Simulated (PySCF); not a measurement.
Coordinates in bohr (charge 0 multiplicity 3):
```
Mg    0.0677    2.8307    0.0000
Mg    3.2059   -1.4928    0.0000
Mg   -3.2736   -1.3379    0.0000
```

All numbers come from UPBE0/[Mg def2-TZVP], no relativity, density fitting, PySCF.

This geometry of Mg₃ is a stationary point at this level.

What is the point group?

C2v.

Is it a minimum?

Yes: all harmonic wavenumbers are real.

List the harmonic modes with their infrared intensities.


```csv
symmetry,ω (cm⁻¹),IR (km/mol)
a1,101,1.2
b2,134,2.2
a1,250,0.7
```

What are the dipole moment and the gap between the highest occupied and lowest empty levels of either spin?

0.44 D and 0.54 eV.

In C2v the vibrations span 2a1 + b2. Here b1 is antisymmetric to the molecular plane and b2 lies in it.

Other isomers or separated fragments may lie lower. At this level a singlet minimum of D3h symmetry lies 116 kJ/mol below this structure.
